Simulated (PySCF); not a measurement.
## HF⁺ at MN15

Computed with MN15; H pcseg-2, F pcseg-2; no relativity (PySCF 2.14).

```
state                                                                                                             : ²Π (doublet), unpaired electrons π ↑
bond length                                                                                                       : 1.009 Å
harmonic wavenumber                                                                                               : 3109 cm⁻¹
force constant                                                                                                    : 5.45 mdyn/Å
rotational constant Be                                                                                            : 17.30 cm⁻¹
anharmonicity ωexe                                                                                                : 95.9 cm⁻¹
vibration–rotation constant αe                                                                                    : 0.858 cm⁻¹
well depth De to H⁺ + F                                                                                           : 3.61 eV
dissociation energy D0                                                                                            : 3.42 eV
bond order (Mayer)                                                                                                : 0.77
dipole moment (positive dipole points towards F; it is taken about the centre of mass and depends on that origin) : -2.63 D
```

For an ion De counts to the pair picked by the measured ionisation energies or electron affinities, which need not be the lowest pair at this level. The state is the lowest determinant that a PBE0 search found; another state may lie lower at other levels.
